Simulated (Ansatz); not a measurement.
```yaml
crystal:
  periodic: [false, false, false]
  atoms:
    - {symbol: Ge, position_ang: [-0.099117, -0.174575, -0.010161]}
    - {symbol: N, position_ang: [1.603182, -0.240824, 0.031371]}
    - {symbol: N, position_ang: [-1.028260, 1.253433, 0.027564]}
    - {symbol: H, position_ang: [-0.846174, -1.490364, -0.086742]}
basis:
  gaussian: {orbitals: def2-TZVP}
magnetization: {spin_polarized: true, initial_magnetization: 3}
hamiltonian: {xc: pbe0}
relax: {f_tol: 0.004, max_steps: 80}
```

```sh
$ ansatz run in.yaml --threads 1 --pin off --events-out ev --progress --plain --max-ram 2176MiB
```

Steps of the relaxation (energy above the last step; positions in Å, forces in eV/Å):

```
4
step 1, 244.3 meV
Ge   -0.099   -0.175   -0.010   -1.154   -2.033   -0.118
N     1.603   -0.241    0.031    2.866   -0.094    0.071
N    -1.028    1.253    0.028   -1.549    2.413    0.064
H    -0.846   -1.490   -0.087   -0.163   -0.286   -0.017
```

```
4
step 2, 52.9 meV
Ge   -0.103   -0.182   -0.011   -0.566   -0.998   -0.058
N     1.646   -0.247    0.032    1.216   -0.010    0.031
N    -1.055    1.287    0.028   -0.632    1.039    0.029
H    -0.858   -1.511   -0.088   -0.018   -0.031   -0.002
```

```
4
step 3, 1.5 meV
Ge   -0.110   -0.194   -0.011   -0.103   -0.182   -0.011
N     1.677   -0.247    0.033    0.146    0.025    0.005
N    -1.071    1.314    0.029   -0.053    0.138    0.005
H    -0.866   -1.525   -0.089    0.011    0.019    0.001
```

```
4
step 5, 0.0 meV
Ge   -0.116   -0.204   -0.012   -0.001   -0.002    0.000
N     1.678   -0.235    0.034    0.004    0.001    0.000
N    -1.062    1.321    0.030   -0.001    0.004    0.000
H    -0.871   -1.533   -0.089   -0.002   -0.003    0.000
```

Close pairs at the end: Ge1–H4 1.530 Å, Ge1–N2 1.795 Å, Ge1–N3 1.795 Å.

A stationary point of unrestricted PBE0 after 5 steps, with ⟨S²⟩ = 3.930 against 3.75 for a pure state; no frequencies were run, so it isn't proven a minimum. 25 s on 1 thread of Arm Neoverse V2, shared host.
